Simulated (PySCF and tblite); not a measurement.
Results of a calculation; reference values are marked as such.
C3H8O, numbered as in [CH3:1][CH2:2][CH2:3][OH:4].

Geometries GFN2-xTB; weights from PBE0-D3(BJ)/pcSseg-1 (IEF-PCM, chloroform) energies and GFN2-xTB thermal corrections, with symmetry numbers and mirror pairs. Conformers within 3 kcal/mol (GFN2-xTB free energy) were kept, 10 at most. Run with PySCF (density fitting) and tblite.

An NOE distance is ⟨r⁻⁶⟩^(−1/6) over all pairs of like atoms and, for the average, over conformers.

Torsions listed: C1–C2–C3–O4, C2–C3–O4–H4. Of a mirror pair one member is shown.

```tsv
conformer	shape	weight %
1	62°, 56°	31.1
2	-178°, -58°	22.9
3	68°, -58°	21.8
4	67°, -179°	16.2
```

Not shown: 1 more, 8.1 % in all.

Question: Which H–H contacts under 3.5 Å would NOEs report (pairs on one atom left out) at 298.15 K?

Answer: 
```
     pair  in 1 (Å)  in 2 (Å)  in 3 (Å)  in 4 (Å)  average (Å)
H3 ··· H4      2.52      2.51      2.50      2.32         2.46
H2 ··· H3      2.57      2.68      2.56      2.56         2.59
H1 ··· H2      2.61      2.61      2.61      2.61         2.61
H2 ··· H4      2.68      2.62      3.13      3.69         2.85
H1 ··· H3      3.17      2.91      3.15      3.14         3.06
H1 ··· H4      3.26      4.47      2.59      3.87         3.13
```

Longer pairs under the limit may be missing.
